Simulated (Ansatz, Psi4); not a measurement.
**C2H8N2 (1,1-dimethylhydrazine): methods side by side**

The species is C2H8N2 (12 atoms), meant as a singlet with charge 0. SMILES: `CN(C)N`. The coordinates come from a PBE0-D4/def2-TZVP relaxation. This is one conformer, not always the lowest.

Quantity: the atomisation enthalpy at 298 K, in kJ/mol. The values are calculated. The thermal term (zero-point and 298 K enthalpy, harmonic and unscaled) is that of PBE0-D4/def2-TZVP; the spin-orbit lowering of the free atoms at 298 K, 0.0 kJ/mol by their spectra, is taken off.

**The experiment to reproduce.** CRC Handbook of Chemistry and Physics gives the atomisation enthalpy at 298 K of the gas as 4038 kJ/mol.

```
                                 level                    kind  program  value (kJ/mol)  computed − measured  CPU time (all runs)
       HF/6-31G* (spherical functions)            Hartree–Fock   Ansatz            2695                -1343                  2 s
    B3LYP/6-31G* (spherical functions)           global hybrid   Ansatz            4026                  -12                7.9 s
CAM-B3LYP/6-31G* (spherical functions)  range-separated hybrid     Psi4            4059                  +21                 40 s
  wB97M-V/6-31G* (spherical functions)  range-separated hybrid     Psi4            4083                  +45              7.2 min
    wB97X/6-31G* (spherical functions)  range-separated hybrid     Psi4            4031                   -7                 48 s
      MP2/6-31G* (spherical functions)     perturbation theory   Ansatz            3595                 -443                2.3 s
     CCSD/6-31G* (spherical functions)   coupled cluster or CI   Ansatz            3533                 -505                 10 s
```

Nearest: wB97X/6-31G* (spherical functions) (-7 kJ/mol); farthest: HF/6-31G* (spherical functions) (-1343 kJ/mol). Computed less measured by kind, in kJ/mol (of the ab initio rows, those in 6-31G*): Hartree–Fock -1343; global hybrid -12; range-separated hybrid -7 to +45; perturbation theory -443; coupled cluster or CI -505. In a finite basis correlated wave-function methods underbind, so their errors here aren't those of the basis-set limit. Times are those of the runs behind each value, whatever else they computed, on shared processors of several kinds: orders of magnitude only.
